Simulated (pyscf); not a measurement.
Thermochemistry of product channels of `[Cl][GeH2]` [doublet] on the doublet surface, in kcal/mol, from CCSD(T)/def2-TZVPP + ΔMP2(QZVPP) energies (ideal gas, 1 atm, RRHO with modes under 100 cm⁻¹ raised to 100, one conformer, R ln 2 for rigid chiral ones). Structures and frequencies: ωB97X-D3(BJ)/def2-SVP in PySCF. Correlated levels are frozen-core, on RHF or UHF. ΔMP2 is the change of the MP2 total energy from the triple- to the quadruple-zeta basis.

```
products                                    ΔE  ΔH(298 K)  ΔG(600 K)  ΔG(900 K)
---------------------------------------  -----  ---------  ---------  ---------
`[Cl][GeH]` [singlet] + `[H]` [doublet]  +51.7      +47.7      +32.5      +24.5
`[GeH2]` [singlet] + `[Cl]` [doublet]    +73.6      +71.9      +56.8      +49.2
```

These are energies of the channels, which say nothing of barriers. The CCSD(T) − MP2 part came from Ansatz, without density fitting, on the same reference. The frozen core leaves the outer d or s,p core shells of the metals and heavy elements correlated in the MP2 and CC values, and def2-TZVPP describes them poorly, which can shift differences by a few kcal/mol. Left out: orbital degeneracy and the spin-orbit lowering of Cl. Elements up to Kr have no core potential and no relativistic terms here.
